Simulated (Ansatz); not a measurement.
input.yaml

```yaml
crystal:
  periodic: [false, false, false]
  atoms:
    - { symbol: C, position_ang: [-0.594802, 1.463751, 0.112441] }
    - { symbol: "N", position_ang: [-0.463011, 0.089706, 0.536899] }
    - { symbol: C, position_ang: [0.571415, -0.643264, -0.136056] }
    - { symbol: S, position_ang: [0.733955, -2.273099, 0.677818] }
    - { symbol: H, position_ang: [-1.420768, 1.943926, 0.656685] }
    - { symbol: H, position_ang: [-0.782156, 1.593104, -0.975436] }
    - { symbol: H, position_ang: [0.323823, 2.022679, 0.353877] }
    - { symbol: H, position_ang: [-1.347058, -0.409785, 0.471839] }
    - { symbol: H, position_ang: [1.515372, -0.08349, -0.041867] }
    - { symbol: H, position_ang: [0.395378, -0.806454, -1.220047] }
    - { symbol: H, position_ang: [1.133353, -2.954173, -0.415452] }
basis:
  gaussian: { orbitals: def2-SVP }
hamiltonian:
  xc: cam_b3lyp
  dispersion: d4
neb:
  order_check: false
  images: 7
  f_tol: 0.05
  max_iterations: 60
  final_atoms:
    - { symbol: C, position_ang: [-0.80622695, 1.63845389, -0.19100627] }
    - { symbol: "N", position_ang: [-0.53461486, 0.25524075, 0.35272107] }
    - { symbol: C, position_ang: [0.70382621, -0.45708498, -0.07775546] }
    - { symbol: S, position_ang: [0.95753339, -2.08133665, 0.69821761] }
    - { symbol: H, position_ang: [-0.53579539, 0.30281894, 1.37623885] }
    - { symbol: H, position_ang: [-0.8012076, 1.50416062, -1.28969942] }
    - { symbol: H, position_ang: [0.09947811, 2.21725247, 0.07257847] }
    - { symbol: H, position_ang: [-1.34449666, -0.33041075, 0.13016914] }
    - { symbol: H, position_ang: [1.54988508, 0.18043075, 0.20681166] }
    - { symbol: H, position_ang: [0.67780549, -0.52044066, -1.17204907] }
    - { symbol: H, position_ang: [0.09931419, -2.76618339, -0.08552559] }
  initial_path:
    images:
      - { positions_ang: [[-0.594802, 1.463751, 0.112441], [-0.463011, 0.089706, 0.536899], [0.571415, -0.643264, -0.136056], [0.733955, -2.273099, 0.677818], [-1.420768, 1.943926, 0.656685], [-0.782156, 1.593104, -0.975436], [0.323823, 2.022679, 0.353877], [-1.347058, -0.409785, 0.471839], [1.515372, -0.08349, -0.041867], [0.395378, -0.806454, -1.220047], [1.133353, -2.954173, -0.415452]] }
      - { positions_ang: [[-0.58519056, 1.47460233, 0.06893802], [-0.48470745, 0.12215736, 0.52880077], [0.53920106, -0.62981486, -0.13843421], [0.65319764, -2.27445834, 0.62722125], [-1.32328611, 1.77485581, 0.77918597], [-0.80156879, 1.57739363, -1.01764084], [0.33688071, 2.03709996, 0.27701603], [-1.36111682, -0.365376, 0.45114997], [1.50552063, -0.11174948, 0.00573381], [0.38526049, -0.75720714, -1.21354384], [1.20131021, -2.90460227, -0.34772593]] }
      - { positions_ang: [[-0.57557911, 1.48545367, 0.02543503], [-0.5064039, 0.15460871, 0.52070254], [0.50698712, -0.61636572, -0.14081242], [0.57244029, -2.27581768, 0.5766245], [-1.22580423, 1.60578561, 0.90168694], [-0.82098158, 1.56168327, -1.05984568], [0.34993841, 2.05152092, 0.20015507], [-1.37517563, -0.320967, 0.43046095], [1.49566925, -0.14000896, 0.05333462], [0.37514298, -0.70796027, -1.20704068], [1.26926741, -2.85503155, -0.27999987]] }
      - { positions_ang: [[-0.56596767, 1.496305, -0.01806795], [-0.52810035, 0.18706007, 0.51260431], [0.47477318, -0.60291658, -0.14319063], [0.49168293, -2.27717701, 0.52602775], [-1.12832234, 1.43671542, 1.02418791], [-0.84039437, 1.5459729, -1.10205052], [0.36299612, 2.06594187, 0.1232941], [-1.38923445, -0.27655799, 0.40977192], [1.48581788, -0.16826844, 0.10093543], [0.36502546, -0.65871341, -1.20053752], [1.33722462, -2.80546082, -0.2122738]] }
      - { positions_ang: [[-0.55635623, 1.50715633, -0.06157093], [-0.54979681, 0.21951142, 0.50450608], [0.44255924, -0.58946744, -0.14556884], [0.41092557, -2.27853635, 0.475431], [-1.03084045, 1.26764523, 1.14668888], [-0.85980717, 1.53026253, -1.14425536], [0.37605383, 2.08036283, 0.04643313], [-1.40329327, -0.23214899, 0.38908289], [1.47596651, -0.19652792, 0.14853624], [0.35490795, -0.60946655, -1.19403436], [1.40518183, -2.75589009, -0.14454774]] }
      - { positions_ang: [[-0.61882391, 1.53998072, -0.09392977], [-0.54600132, 0.22844375, 0.46655983], [0.50787598, -0.55637182, -0.1286155], [0.54757753, -2.22923643, 0.53112765], [-0.90707919, 1.02643866, 1.20407637], [-0.84515728, 1.52373705, -1.18061637], [0.3069099, 2.11458524, 0.05296947], [-1.38859412, -0.25671443, 0.32435445], [1.49444615, -0.10228825, 0.1631051], [0.43563233, -0.58721008, -1.18853804], [1.07871492, -2.75846342, -0.1297922]] }
      - { positions_ang: [[-0.68129159, 1.57280511, -0.1262886], [-0.54220583, 0.23737609, 0.42861358], [0.57319272, -0.52327621, -0.11166215], [0.68422948, -2.1799365, 0.58682431], [-0.78331792, 0.78523209, 1.26146386], [-0.83050738, 1.51721157, -1.21697739], [0.23776597, 2.14880765, 0.0595058], [-1.37389496, -0.28127987, 0.25962602], [1.51292579, -0.00804858, 0.17767395], [0.51635672, -0.5649536, -1.18304171], [0.75224801, -2.76103674, -0.11503667]] }
      - { positions_ang: [[-0.74375927, 1.6056295, -0.15864743], [-0.53841034, 0.24630842, 0.39066733], [0.63850946, -0.49018059, -0.09470881], [0.82088143, -2.13063657, 0.64252096], [-0.65955666, 0.54402551, 1.31885135], [-0.81585749, 1.5106861, -1.25333841], [0.16862204, 2.18303006, 0.06604214], [-1.35919581, -0.30584531, 0.19489758], [1.53140543, 0.08619109, 0.19224281], [0.5970811, -0.54269713, -1.17754539], [0.4257811, -2.76361007, -0.10028113]] }
      - { positions_ang: [[-0.80622695, 1.63845389, -0.19100627], [-0.53461486, 0.25524075, 0.35272107], [0.70382621, -0.45708498, -0.07775546], [0.95753339, -2.08133665, 0.69821761], [-0.53579539, 0.30281894, 1.37623885], [-0.8012076, 1.50416062, -1.28969942], [0.09947811, 2.21725247, 0.07257847], [-1.34449666, -0.33041075, 0.13016914], [1.54988508, 0.18043075, 0.20681166], [0.67780549, -0.52044066, -1.17204907], [0.09931419, -2.76618339, -0.08552559]] }
```

Launched with:

```bash
$ ansatz run input.yaml --threads 2 --pin off --max-ram 3072MiB --backend cpu --events-out ev --progress --plain --runs-dir out
```

Hardware: 2 threads of Intel(R) Xeon(R) Platinum 8488C (Sapphire Rapids), with other jobs on the host.

Problem. Roughly how long does this run take, and how much memory?

Solution. 3.2 min, with a peak of 0.25 GiB, for 16 band iterations.
